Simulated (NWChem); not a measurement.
## Correlation energy of CH2 (+1)

```
C
H 1 1.1199
H 1 1.1199 2 141.48
```
Charge +1, spin multiplicity 2.

All runs are NWChem calculations. Structure: optimised with UPBE/def2-SVP, a minimum by its harmonic frequencies.

Basis set: 6-31G*. Each correlation energy counts from its own Hartree-Fock reference.

```csv
method,correlation energy (mHa)
CCSD(T) on ROHF,-91.9
CCSD[T] on UHF,-89.5
UMP2,-69.1
CCSD on ROHF,-90.7
CCSD on UHF,-88.3
CCSDT on ROHF,-92.2
CCSD(T) on UHF,-89.5
CCSD[T] on ROHF,-92.0
SCS-UMP2,-74.6
```

The values span 23.2 mHa, from CCSDT on ROHF (lowest) to UMP2 (highest). 

The correlated methods keep 1 core orbital frozen. The Pople sets run with spherical d functions. This spin state was chosen for the runs; another may lie lower. The structure started from a generated list of species. The unpaired electrons of the parent sit in orbitals of symmetry a1 (C2v labels of the run); other states weren't searched. No SCF solution was tested for a lower state. Open-shell Hartree-Fock references start from PBE0 orbitals. Coupled-cluster values serve here as a point of comparison, not as the truth.
